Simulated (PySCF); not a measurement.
A family of related molecules: Y=E=Y. Isolated molecules, 0 K electronic values unless said otherwise. Strings in code marks are SMILES.

The four lowest singlet excitations (Tamm–Dancoff). The numbers are results of PBE-D3(BJ)/def2-TZVP // B3LYP-D3(BJ)/def2-TZVP (PySCF 2.14.0), not measurements. Excitations are Tamm–Dancoff values on a coarser integration grid. The basis has no diffuse functions, so Rydberg states are missing or too high.

| state | energy (eV) | wavelength (nm) | oscillator strength |
|---|---|---|---|
| S1 | 3.89 | 318 | 0.000 |
| S2 | 6.69 | 185 | 0.019 |
| S3 | 7.80 | 159 | 0.057 |
| S4 | 8.34 | 149 | 0.003 |

Problem. Name which member gives these states.
(A) `[O]=[Ge]=[O]`
(B) `O=[Se]=O`
(C) `C=C=O`
(D) `O=[Si]=O`

Solution. C, `C=C=O`
